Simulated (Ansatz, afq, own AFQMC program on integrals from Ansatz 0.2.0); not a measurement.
## Where AFQMC and coupled cluster stand for P₂H₄⁺, doublet

```xyz
6

P     0.3677   -1.0579   -0.0828
P    -0.3679    1.0582    0.0790
H    -0.4999   -1.5307    0.9515
H    -0.5751   -1.4009   -1.1025
H     0.5053    1.5335   -0.9496
H     0.5698    1.3978    1.1044
```

Connectivity, by distances: PH2–PH2.

Basis def2-TZVP. Only valence electrons are correlated. AFQMC by an in-house program on the Cholesky factors that Ansatz 0.2.0 writes for its CCSD(T) run. ph-AFQMC/CISD is guided by a CISD state made of CCSD amplitudes; releasing the constraint for a short imaginary time cuts its bias at the price of noise, slowly where states lie close. Error bars are statistical, one sigma.

Determinant: UHF, the one that the program's search chose, which needn't be the lowest solution. The geometry is a PBE0/def2-SVP stationary point of this or a neighbouring charge and spin state.

No full CI on the walks' own integrals is used here; CCSDT(Q) serves as the reference and is uncertain by about the last step of the cluster series.

Cautions: unrestricted determinant slightly spin contaminated (⟨S²⟩ 0.84 against 0.75).

The T1 diagnostic is 0.0285 and the weight of the determinant in the CISD state is 0.827. The ⟨S²⟩ of the determinant is 0.842. The size of the correlated space is 13 electrons in 88 orbitals.

```csv
level,correlation energy (eV)
MP2,-7.2911
CCSD,-8.6524
CCSD(T),-9.0347
```

Q: Estimate where AFQMC with the constraint released lies against CCSD(T) on the same integrals.

A: 2.61 ± 0.28 mEh below CCSD(T).

Reference: CCSDT(Q), correlation energy -9.113 eV. The released energy is read at 1.62 1/Eh, later times being too noisy (meV from the phaseless value at times in 1/Eh: -6 ± 7 at 0.24, -10 ± 6 at 0.51, -20 ± 4 at 0.99, -13 ± 8 at 1.62, -18 ± 13 at 2.40).

```
         level  E − E(reference) (mEh)  share of correlation (%)
       CCSD(T)                    2.87                     99.14
         CCSDT                    0.88                     99.74
 ph-AFQMC/CISD             0.74 ± 0.21                     99.78
released AFQMC             0.26 ± 0.28                     99.92
```

Released energies are given only where the last usable release times agree within the noise; a slower fall can still hide under it.
